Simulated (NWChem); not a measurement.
# C2H8Si (dimethylsilane): levels of theory compared

We compute a comparison of 6 runs (HF/STO-3G, HF/3-21G, B3LYP/6-31G*, wB97X/def2-SVP, MP3/def2-SVP) of C2H8Si (dimethylsilane). 

The results are computed with NWChem 7.3.0.

### Step 1. The structure to begin with

C2H8Si: 11 atoms, total charge 0, spin state singlet. SMILES: `C[SiH2]C`. The C1–H6 distance was set to 1.967 Å, away from the relaxed value. At this shape a bond of the SMILES string is far longer than usual.

Bond lengths: C1–Si2 1.872 Å, Si2–C3 1.872 Å, C1–H4 1.092 Å, C1–H5 1.093 Å, Si2–H7 1.491 Å, Si2–H8 1.491 Å, C3–H9 1.093 Å, C3–H10 1.092 Å, C3–H11 1.093 Å. Some angles: C1–Si2–C3 111.5°, C1–Si2–H7 109.5°, C1–Si2–H8 109.5°, C3–Si2–H7 109.5°, C3–Si2–H8 109.5°, Si2–C1–H4 111.0°, Si2–C1–H5 110.9°, Si2–C3–H9 110.9°, Si2–C3–H10 111.0°, Si2–C3–H11 110.9°.

### Step 2. A single-point energy at HF/STO-3G (run 1)

Input file run.py:

```python
from ase import Atoms
from ase.calculators.nwchem import NWChem

mol = Atoms(['C', 'Si', 'C', 'H', 'H', 'H', 'H', 'H', 'H', 'H', 'H'], positions=[
    [-0.926435, 0.425019, -1.335867],
    [-0.185435, -1.195381, -0.762267],
    [1.470365, -0.934481, 0.071033],
    [-1.892035, 0.264719, -1.820767],
    [-0.267935, 0.922419, -2.052467],
    [-1.204900, 1.644900, 0.182100],
    [-0.016135, -2.106381, -1.930767],
    [-1.121335, -1.861481, 0.188633],
    [2.181965, -0.466981, -0.614267],
    [1.896365, -1.884181, 0.402733],
    [1.368565, -0.286981, 0.945633],
])

calc = NWChem(
    label='c2h8si',
    theory='scf',
    memory='2200 mb',
    basis='STO-3G',
    basispar='spherical bse',
    scf={'nopen': '0', 'rhf': None, 'thresh': '1e-08', 'maxiter': '80'},
    task='energy',
)
mol.calc = calc

e = mol.get_potential_energy()
print(f"E = {e:.6f} eV")
print("dipole (e A):", mol.get_dipole_moment().round(4))
```

Run with:

```
$ export ASE_NWCHEM_COMMAND="nwchem PREFIX.nwi > PREFIX.nwo"
$ python run.py
```

The program printed:

```text
E = -9928.864998 eV
dipole (e A): [ 0.045  -0.0818 -0.1121]
```

The calculator wrote c2h8si.nwi:

```
title "c2h8si"

permanent_dir c2h8si

scratch_dir c2h8si

start c2h8si

geometry units angstrom nocenter noautosym noautoz
  C  -9.2643500000000001e-01 4.2501899999999998e-01 -1.3358669999999999e+00
  Si -1.8543499999999999e-01 -1.1953810000000000e+00 -7.6226700000000003e-01
  C  1.4703649999999999e+00 -9.3448100000000001e-01 7.1032999999999999e-02
  H  -1.8920349999999999e+00 2.6471899999999998e-01 -1.8207670000000000e+00
  H  -2.6793499999999998e-01 9.2241899999999999e-01 -2.0524670000000000e+00
  H  -1.2049000000000001e+00 1.6449000000000000e+00 1.8210000000000001e-01
  H  -1.6135000000000000e-02 -2.1063809999999998e+00 -1.9307669999999999e+00
  H  -1.1213350000000000e+00 -1.8614809999999999e+00 1.8863300000000000e-01
  H  2.1819649999999999e+00 -4.6698099999999998e-01 -6.1426700000000001e-01
  H  1.8963650000000001e+00 -1.8841810000000001e+00 4.0273300000000001e-01
  H  1.3685650000000000e+00 -2.8698099999999999e-01 9.4563299999999995e-01
end

memory 2200 mb

basis spherical bse noprint
   * library STO-3G
end

scf
  nopen 0
  rhf
  thresh 1e-08
  maxiter 80
end

task scf energy
```

c2h8si.nwo:

```text
Northwest Computational Chemistry Package (NWChem) 7.3.0
             --------------------------------------------------------

           Job information
           ---------------

    nwchem branch   = 7.3.0
    use scalapack   = T
    input           = c2h8si.nwi
    prefix          = c2h8si.
    data base       = c2h8si/c2h8si.db
    status          = startup
    nproc           =        1

           Memory information
           ------------------

    heap     =     72089600 doubles =      550.0 Mbytes
    stack    =     72089597 doubles =      550.0 Mbytes
    global   =    144179200 doubles =     1100.0 Mbytes (distinct from heap & stack)
    total    =    288358397 doubles =     2200.0 Mbytes
    verify   = yes
    hardfail = no

[... 137 lines left out ...]
 Convergence threshold     :          1.000E-08
[... 12 lines left out ...]
       Final RHF  results
[... 3 lines left out ...]
      One-electron energy =   -726.692119694104
[... 1 line left out ...]
 Nuclear repulsion energy =    111.857852409078
[... 35 lines left out ...]
                       ROHF Final Molecular Orbital Analysis
[... 170 lines left out ...]
  Mulliken analysis of the total density
  --------------------------------------

    Atom       Charge   Shell Charges
 -----------   ------   -------------------------------------------------------
    1 C    6     6.27   1.99  1.31  2.97
    2 Si  14    13.23   2.00  1.99  5.89  1.17  2.19
    3 C    6     6.37   1.99  1.24  3.14
[... 7 lines of this table left out ...]
   11 H    1     0.95   0.95

       Multipole analysis of the density wrt the origin
       ------------------------------------------------

     L   x y z        total         open         nuclear
     -   - - -        -----         ----         -------
     0   0 0 0     -0.000000      0.000000     34.000000

     1   1 0 0      0.085124      0.000000      3.046323
[... 8 lines of this table left out ...]
     2   0 0 2    -19.410850      0.000000    112.954152

 Task  times  cpu:        1.4s     wall:        1.4s
 Total times  cpu:        1.4s     wall:        1.4s
```

It took 2.4 s on 1 thread of AMD EPYC 9R14 (Zen 4), shared host; peak memory 0.099 GiB.

### Step 3. The energy at HF/3-21G (run 2)

Input file calc.nw:

```
start calc
title "C2H8Si energy"
memory 2200 mb
charge 0

geometry units angstrom noautosym nocenter noautoz
   C    -0.926435    0.425019   -1.335867
   Si   -0.185435   -1.195381   -0.762267
   C     1.470365   -0.934481    0.071033
   H    -1.892035    0.264719   -1.820767
   H    -0.267935    0.922419   -2.052467
   H    -1.204900    1.644900    0.182100
   H    -0.016135   -2.106381   -1.930767
   H    -1.121335   -1.861481    0.188633
   H     2.181965   -0.466981   -0.614267
   H     1.896365   -1.884181    0.402733
   H     1.368565   -0.286981    0.945633
end

basis "ao basis" spherical bse
   * library 3-21G
end

scf
   thresh 1e-08
   maxiter 80
end

task scf
```

Run with:

```
$ nwchem calc.nw > calc.out
```

The program printed:

```text
[...]
  functions       =    47
[...]
  wavefunction    = RHF
[...]
         Total SCF energy =   -367.219125077797
      One-electron energy =   -727.385864875252
      Two-electron energy =    248.308887388377
 Nuclear repulsion energy =    111.857852409078
        Time for solution =      1.2s
[...]
```

Wall time 1.9 s (1 thread of AMD EPYC 9R14 (Zen 4), shared host); peak memory 0.098 GiB.

Run 3 isn't shown in full; the table further down has it.

### Step 4. The energy at B3LYP/6-31G(d) (Cartesian functions) (run 4)

Input file m1.xyz:

```xyz
11
C2H8Si B3LYP
C     -0.926435     0.425019    -1.335867
Si    -0.185435    -1.195381    -0.762267
C      1.470365    -0.934481     0.071033
H     -1.892035     0.264719    -1.820767
H     -0.267935     0.922419    -2.052467
H     -1.204900     1.644900     0.182100
H     -0.016135    -2.106381    -1.930767
H     -1.121335    -1.861481     0.188633
H      2.181965    -0.466981    -0.614267
H      1.896365    -1.884181     0.402733
H      1.368565    -0.286981     0.945633
```

Input file run.py:

```python
from ase.io import read
from ase.calculators.nwchem import NWChem

molecule = read('m1.xyz')

calc = NWChem(
    label='m1',
    theory='dft',
    memory='2200 mb',
    basis='6-31G*',
    dft={'xc': 'b3lyp', 'mult': '1', 'grid': 'xfine', 'convergence': 'energy 1e-08', 'iterations': '100', 'mulliken': None},
    task='energy',
)
molecule.calc = calc

print(f"energy = {molecule.get_potential_energy():.6f} eV")
print("dipole (e A):", molecule.get_dipole_moment().round(4))
```

Run with:

```
$ export ASE_NWCHEM_COMMAND="nwchem PREFIX.nwi > PREFIX.nwo"
$ python run.py
```

The program printed:

```text
energy = -10079.472959 eV
dipole (e A): [ 0.1198 -0.0032 -0.1326]
```

The calculator wrote m1.nwi:

```
title "m1"

permanent_dir m1

scratch_dir m1

start m1

geometry units angstrom nocenter noautosym noautoz
  C  -9.2643500000000001e-01 4.2501899999999998e-01 -1.3358669999999999e+00
  Si -1.8543499999999999e-01 -1.1953810000000000e+00 -7.6226700000000003e-01
  C  1.4703649999999999e+00 -9.3448100000000001e-01 7.1032999999999999e-02
  H  -1.8920349999999999e+00 2.6471899999999998e-01 -1.8207670000000000e+00
  H  -2.6793499999999998e-01 9.2241899999999999e-01 -2.0524670000000000e+00
  H  -1.2049000000000001e+00 1.6449000000000000e+00 1.8210000000000001e-01
  H  -1.6135000000000000e-02 -2.1063809999999998e+00 -1.9307669999999999e+00
  H  -1.1213350000000000e+00 -1.8614809999999999e+00 1.8863300000000000e-01
  H  2.1819649999999999e+00 -4.6698099999999998e-01 -6.1426700000000001e-01
  H  1.8963650000000001e+00 -1.8841810000000001e+00 4.0273300000000001e-01
  H  1.3685650000000000e+00 -2.8698099999999999e-01 9.4563299999999995e-01
end

memory 2200 mb

basis noprint
   * library 6-31G*
end

dft
  xc b3lyp
  mult 1
  grid xfine
  convergence energy 1e-08
  iterations 100
  mulliken
end

task dft energy
```

m1.nwo:

```text
Northwest Computational Chemistry Package (NWChem) 7.3.0
             --------------------------------------------------------

           Job information
           ---------------

    nwchem branch   = 7.3.0
    use scalapack   = T
    input           = m1.nwi
    prefix          = m1.
    data base       = m1/m1.db
    status          = startup
    nproc           =        1

           Memory information
           ------------------

    heap     =     72089600 doubles =      550.0 Mbytes
    stack    =     72089597 doubles =      550.0 Mbytes
    global   =    144179200 doubles =     1100.0 Mbytes (distinct from heap & stack)
    total    =    288358397 doubles =     2200.0 Mbytes
    verify   = yes
    hardfail = no

[... 106 lines left out ...]
  convergence criterion.
[... 18 lines left out ...]
          Convergence on density requested:  1.00D-05
[... 25 lines left out ...]
          Convergence Information
[... 61 lines left out ...]
   convergence    iter        energy       DeltaE   RMS-Dens  Diis-err    time
[... 17 lines left out ...]
           Coulomb energy =      282.809431491975
[... 7 lines left out ...]
                       DFT Final Molecular Orbital Analysis
[... 481 lines left out ...]
 center of mass
 --------------
 x =   0.07211495 y =  -1.36474702 z =  -1.29801140

 moments of inertia (a.u.)
 ------------------
         210.947748880774          67.829951283026         -92.773515922629
          67.829951283026         271.761346142487          39.269436559773
         -92.773515922629          39.269436559773         323.708842736548

     Multipole analysis of the density
     ---------------------------------

     L   x y z        total         alpha         beta         nuclear
     -   - - -        -----         -----         ----         -------
     0   0 0 0     -0.000000    -17.000000    -17.000000     34.000000

     1   1 0 0      0.226334     -1.409995     -1.409995      3.046323
[... 8 lines of this table left out ...]
     2   0 0 2    -20.581298    -66.767725    -66.767725    112.954152

 Task  times  cpu:       22.9s     wall:       22.9s
 Total times  cpu:       23.0s     wall:       23.0s
```

Wall time 24 s (1 thread of AMD EPYC 9R14 (Zen 4), shared host); peak memory 0.15 GiB.

Run 5 isn't shown in full; the table further down has it.

### Step 5. A single-point energy at MP3/def2-SVP (run 6)

Input file a.nw:

```
start a
memory stack 330 mb heap 110 mb global 1760 mb
charge 0
geometry units angstrom noautosym nocenter noautoz
   C    -0.926435    0.425019   -1.335867
   Si   -0.185435   -1.195381   -0.762267
   C     1.470365   -0.934481    0.071033
   H    -1.892035    0.264719   -1.820767
   H    -0.267935    0.922419   -2.052467
   H    -1.204900    1.644900    0.182100
   H    -0.016135   -2.106381   -1.930767
   H    -1.121335   -1.861481    0.188633
   H     2.181965   -0.466981   -0.614267
   H     1.896365   -1.884181    0.402733
   H     1.368565   -0.286981    0.945633
end
basis spherical bse
   C library def2-SVP
   Si library def2-SVP
   H library def2-SVP
end
scf
   thresh 1e-08
   maxiter 80
   print low
end
tce
   scf
   mbpt3
   freeze core 7
   maxiter 60
end
task tce
```

Run with:

```
$ nwchem a.nw > a.out
```

The program printed:

```text
[...]
  functions       =    86
[...]
  wavefunction    = RHF
[...]
         Total SCF energy =   -369.050971431276
      One-electron energy =   -729.628773571140
      Two-electron energy =    248.719949730785
 Nuclear repulsion energy =    111.857852409078
        Time for solution =      6.8s
[...]
         Wavefunction type : Restricted Hartree-Fock
          No. of electrons :    34
[...]
         Spin multiplicity : singlet
[...]
```

Wall time 26 s (1 thread of AMD EPYC 9R14 (Zen 4), shared host); peak memory 1.3 GiB.

### Step 6. All runs side by side

```csv
run,level,iteration cap,module,energy (Eh),dipole moment (D),HOMO energy (eV),LUMO energy (eV),wall time
1,HF/STO-3G,80,scf,-364.879062,0.70,-7.76,5.93,2.4 s
2,HF/3-21G,80,scf,-367.219125,0.93,-10.07,2.31,1.9 s
3,B3LYP/6-31G* (spherical functions),100,dft,-370.410562,0.86,-7.62,-1.88,23 s
4,B3LYP/6-31G* (Cartesian functions),100,dft,-370.413802,0.86,-7.62,-1.88,24 s
5,wB97X/def2-SVP,100,dft,-370.222999,0.76,-10.26,0.28,56 s
6,MP3/def2-SVP,80,tce,-369.508661,–,–,–,26 s
```

### Step 7. Outcome

| quantity | value |
| --- | --- |
| run 6: total energy | -369.50866 Eh |
| run 6: correlation energy (7 core orbitals frozen) | -457.7 mEh |

Over runs 1, 2, 3, 4, 5 the dipole moment (its size) runs from 0.70 D (HF/STO-3G) to 0.93 D (HF/3-21G). Over runs 1, 2, 3, 4, 5 the HOMO–LUMO gap runs from 5.73 eV (B3LYP/6-31G*) to 13.68 eV (HF/STO-3G). The two ends differ in method and basis. Totals of different functionals can't be ranked against each other. In run 1 the basis is minimal, so the values are rough. In runs 1, 2, 3, 4, 5, 6 a closed-shell determinant meets a far-stretched bond, which it describes badly. All runs together took 2.2 min, the longest 56 s.
